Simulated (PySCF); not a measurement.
PySCF input for AlCl₃, SMILES [Cl][Al]([Cl])[Cl] (connectivity only; charge and spin as stated), charge +1, multiplicity 2, IEF-PCM-M06-2X/def2-SVP. The structure is a stationary point at PBE0-D3(BJ)/def2-SVP. The geometry has at least one imaginary mode, so it is a saddle point at that level. The multiplicity is an assumed one; other spin states were not compared. The isomer is the one that the SMILES or the coordinates give; other isomers of the formula were not compared.

```python
import numpy as np
from pyscf import gto, scf, dft
from pyscf.solvent import pcm

mol = gto.M(
    atom='''
    Al   -0.00000000    0.00000000    0.13810924
    Cl    0.00000000    1.90621789    0.93850994
    Cl    0.00000000   -1.90621789    0.93850995
    Cl    0.00000000   -0.00000001   -1.98263283
    ''',
    basis='def2-SVP',
    charge=1,
    spin=1,
    max_memory=1600,
    verbose=3,
)
mf = dft.UKS(mol, xc='m06-2x').density_fit(auxbasis='def2-universal-jkfit')
mf.grids.level = 4
mf.conv_tol = 1e-9
mf.max_cycle = 100
mf.kernel()
fine, coarse = mf.grids, dft.Grids(mol).set(level=1).build(with_non0tab=True)
for _ in range(3):  # follow internal instabilities
    mf.grids = coarse
    mo, _, stable, _ = mf.stability(return_status=True, nroots=4)
    mf.grids = fine
    if stable:
        break
    mf.kernel(mf.make_rdm1(mo, mf.mo_occ))
res = {}
for name, eps in {'water': 78.355, 'acetonitrile': 35.688, 'n-hexane': 1.8819}.items():
    s = mf.PCM()
    s.with_solvent.method, s.with_solvent.eps, s.with_solvent.lebedev_order = 'IEF-PCM', eps, 29
    s.kernel(mf.make_rdm1())
    res[name] = (s.e_tot, eps, s.dip_moment(), s.mo_energy, s.converged)
    print(f'{name}: electrostatic solvation free energy {(s.e_tot - mf.e_tot) * 627.509474:.3f} kcal/mol')
```

Output:

```

WARN: HOMO -0.407460829640437 >= LUMO -0.407460829640436

converged SCF energy = -1622.25285916331  <S^2> = 0.75665829  2S+1 = 2.0066472
<class 'pyscf.df.df_jk.DFUKS'> wavefunction is stable in the internal stability analysis

WARN: PCM is an experimental feature. It is still in testing.
Features and APIs may be changed in the future.

converged SCF energy = -1622.35578912681  <S^2> = 0.75398623  2S+1 = 2.0039823

WARN: System has nonzero charge 1; the dipole moment is origin-dependent.
Location of origin: [0. 0. 0.]

Dipole moment(X, Y, Z, Debye):  0.00000, -0.00000, -3.85979
water: electrostatic solvation free energy -64.590 kcal/mol

WARN: PCM is an experimental feature. It is still in testing.
Features and APIs may be changed in the future.

converged SCF energy = -1622.35393103584  <S^2> = 0.75408795  2S+1 = 2.0040838

WARN: System has nonzero charge 1; the dipole moment is origin-dependent.
Location of origin: [0. 0. 0.]

Dipole moment(X, Y, Z, Debye):  0.00000, -0.00000, -3.74701
acetonitrile: electrostatic solvation free energy -63.424 kcal/mol

WARN: PCM is an experimental feature. It is still in testing.
Features and APIs may be changed in the future.

converged SCF energy = -1622.29889539622  <S^2> = 0.75612669  2S+1 = 2.0061173

WARN: System has nonzero charge 1; the dipole moment is origin-dependent.
Location of origin: [0. 0. 0.]

Dipole moment(X, Y, Z, Debye):  0.00000, -0.00000, -1.53574
n-hexane: electrostatic solvation free energy -28.888 kcal/mol
```

The calculation finished and met its thresholds.
